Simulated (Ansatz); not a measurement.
Consider the formal hydrolysis of a C–F bond: `CN=C(F)F` + H₂O → `C/N=C(/O)F` + H–F.

Computed with Ansatz on PBE0-D4/def2-TZVP structures; ΔE is electronic, products minus reactants. CCSD(T)/CBS is the MP2 limit (def2-TZVPP, def2-QZVPP) plus CCSD(T) − MP2 in def2-TZVPP, frozen cores. This one scheme is used for every species. Functionals use def2-TZVPP. Each species was taken in one conformer, which may not be the lowest.

```json
{"level": "PBE-D4", "ΔE (kJ/mol)": "-30.4"}
{"level": "BLYP-D4", "ΔE (kJ/mol)": "-27.7"}
{"level": "CAM-B3LYP-D4", "ΔE (kJ/mol)": "-29.4"}
{"level": "ωB97M-V", "ΔE (kJ/mol)": "-29.4"}
{"level": "BLYP", "ΔE (kJ/mol)": "-24.3"}
{"level": "CAM-B3LYP", "ΔE (kJ/mol)": "-28.1"}
{"level": "MP2/def2-SVP", "ΔE (kJ/mol)": "-37.8"}
{"level": "SCS-MP2/def2-TZVPP", "ΔE (kJ/mol)": "-33.4"}
```

Question: What does CCSD(T)/CBS give? (An estimate is asked.)

Answer: Computed: -33.6 kJ/mol. The listed levels differ from it by 3.2, 5.9, 4.2, 4.2, 9.3, 5.5, -4.2, 0.2 kJ/mol.

Question: What do rigid-rotor, harmonic-oscillator terms from PBE0-D4/def2-TZVP frequencies (298.15 K, 1 bar) make of the CCSD(T)/CBS value? (Estimate.)

Answer: The calculation gave: ΔZPE = +1.9 kJ/mol, ΔH = -32.2 kJ/mol, ΔS = -12 J/(mol·K), ΔG = -28.7 kJ/mol.

Largest T1 diagnostic among the species: 0.012.

Leaving LDA and LC-ωPBE aside and taking each functional with its dispersion term where it has one, the values, not all of them listed here, spread over 7.7 kJ/mol, from PBE-QIDH to BLYP-D4. LDA lies −5.8 kJ/mol from PBE without D4. In def2-TZVPP, CCSD(T) changes the Hartree–Fock value by −3.8 kJ/mol (the triples alone add −0.7 kJ/mol) and MP2 by −8.3 kJ/mol.
